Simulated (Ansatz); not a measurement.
**CH4MgS (SMILES [MgH][CH2]S): functionals against CCSD(T) at one geometry**

The task here is to estimate one member of a computed series from the others.

Computed with Ansatz 0.2.0, Gaussian basis. Level: single points in def2-TZVPP.

Correlated methods freeze the cores. The outer core shell of Li, Na, Mg and K is correlated.

## Starting geometry

SMILES `[MgH][CH2]S`, 7 atoms, charge 0, spin multiplicity 1.

Atoms are counted from 1 here; the program's logs count them from 0.

Bond lengths: Mg1–C2 1.970 Å, Mg1–S3 2.766 Å, Mg1–H4 1.800 Å, C2–S3 1.701 Å, C2–H5 1.184 Å, C2–H6 1.093 Å, S3–H7 1.284 Å. Angles: C2–Mg1–S3 37.6°, C2–Mg1–H4 135.9°, S3–Mg1–H4 99.7°, Mg1–C2–S3 97.5°, Mg1–C2–H5 109.1°, Mg1–C2–H6 122.4°, S3–C2–H5 110.6°, S3–C2–H6 112.5°, H5–C2–H6 104.6°, Mg1–S3–C2 44.9°, Mg1–S3–H7 75.7°, C2–S3–H7 100.2°.

Coordinates:

```tsv
atom	x (Å)	y (Å)	z (Å)
Mg1	-1.4240	-0.0736	-0.3111
C2	0.1741	-0.0126	0.8393
S3	1.3133	-0.4725	-0.3379
H4	-1.7427	-0.0396	-2.0824
H5	0.0802	-0.8451	1.6757
H6	0.4723	0.8892	1.3809
H7	1.1184	0.4458	-1.2138
```

Set-up of the first run:

run/in.yaml reads:

```yaml
crystal:
  periodic: [false, false, false]
  atoms:
    - {symbol: Mg, position_ang: [-1.424000, -0.073600, -0.311100]}
    - {symbol: C, position_ang: [0.174100, -0.012600, 0.839300]}
    - {symbol: S, position_ang: [1.313300, -0.472500, -0.337900]}
    - {symbol: H, position_ang: [-1.742700, -0.039600, -2.082400]}
    - {symbol: H, position_ang: [0.080200, -0.845100, 1.675700]}
    - {symbol: H, position_ang: [0.472300, 0.889200, 1.380900]}
    - {symbol: H, position_ang: [1.118400, 0.445800, -1.213800]}
basis:
  gaussian: {orbitals: def2-TZVPP}
correlation: {method: ccsd_t}
output: {forces: true}
```

No record of the launch command was kept for these runs.

Steps of the session up to this table: CCSD(T)/def2-TZVPP; PBE0-D4/def2-TZVPP; wB97M-V/def2-TZVPP; r2SCAN-D4/def2-TZVPP; PBE-D4/def2-TZVPP; r2SCAN0-D4/def2-TZVPP; CAM-B3LYP-D4/def2-TZVPP.

One of the session's tables, all rows but one given; the rest of the session is left out.

```
      method  RMS force component (eV/Å)  angle to CCSD(T) forces (°)  dipole (D)
     CCSD(T)                       1.569                    reference        3.53
     PBE0-D4                       1.482                          4.8        3.44
     wB97M-V                       1.531                          2.3        3.55
   r2SCAN-D4                       1.498                          4.1        3.38
      PBE-D4                           ?                            ?           ?
  r2SCAN0-D4                       1.497                          4.7        3.60
CAM-B3LYP-D4                       1.506                          3.3        3.53
```

Q: Estimate the row for PBE-D4 from the others.

The run gave: RMS force component (eV/Å): 1.486; angle to CCSD(T) forces (°): 7.4; dipole (D): 3.10. In the column «RMS force component (eV/Å)» it lies between PBE0-D4 (1.482) and r2SCAN0-D4 (1.497).
